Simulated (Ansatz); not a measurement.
Mulliken charges of CH₃BS (`B1CS1`) from ωB97M-V/def2-TZVPP in Ansatz (PBE0-D4/def2-TZVP geometry).

```json
{"atom": "B1", "x (Å)": "-0.480", "y (Å)": "-0.724", "z (Å)": "-0.241", "charge (e)": "-0.011"}
{"atom": "C2", "x (Å)": "0.229", "y (Å)": "0.595", "z (Å)": "0.079", "charge (e)": "-0.260"}
{"atom": "S3", "x (Å)": "0.993", "y (Å)": "-1.010", "z (Å)": "0.635", "charge (e)": "-0.103"}
{"atom": "H4", "x (Å)": "-1.397", "y (Å)": "-1.281", "z (Å)": "-0.735", "charge (e)": "0.107"}
{"atom": "H5", "x (Å)": "0.804", "y (Å)": "1.123", "z (Å)": "-0.677", "charge (e)": "0.134"}
{"atom": "H6", "x (Å)": "-0.107", "y (Å)": "1.233", "z (Å)": "0.892", "charge (e)": "0.134"}
```

By hand: the dipole of these point charges (1 e Å = 4.8032 D).

Σ q r = (-0.213, 0.136, -0.133) e Å, of length 0.286 e Å = 1.37 D.

How does the dipole of the full density compare? (An estimate is asked.)

The calculation gave: (-0.094, 0.174, -0.066) e Å, 1.00 D; the point charges give 1.37 times that, at 28° from its direction.

Point charges leave out the atoms' own dipoles, such as those of lone pairs, and Mulliken's split depends on the basis, so the two needn't agree.
